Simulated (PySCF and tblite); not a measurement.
Allyl Fluoride, C3H5F, numbered as in [CH2:1]=[CH:2][CH2:3][F:4]. Geometries GFN2-xTB; weights from BLYP-D3(BJ)/6-311G** (IEF-PCM, dichloromethane) energies and GFN2-xTB thermal corrections, with symmetry numbers and mirror pairs. Conformers within 2 kcal/mol (GFN2-xTB free energy) were kept, 4 at most. GIAO shieldings: wB97X/pcSseg-1 (IEF-PCM, dichloromethane). Shifts are against TMS (¹H), TMS (¹³C) at the same level. Programs: PySCF with density fitting and tblite.

Torsions listed: C1–C2–C3–F4. Of a mirror pair one member is shown.

Two conformers hold nearly all the population. I: 141°; δ(C1) = 125.32 ppm. II: 0°; δ(C1) = 119.43 ppm. The average over the ensemble at 298.15 K is 121.09 ppm.

(1) What populations and free-energy difference follow from a two-state model?

The minima are those of GFN2-xTB; planar forms about aryl–S or allylic bonds may be saddles in DFT.

Answers

(1) p(I) = (121.09 − 119.43)/(125.32 − 119.43) = 0.28, so K = p(II)/p(I) = 2.55 and G(II) − G(I) = −RT ln K = -0.55 kcal/mol. One of the two counts twice, as a mirror pair, which this difference holds. The weights computed directly are 28.2 % and 71.8 %.
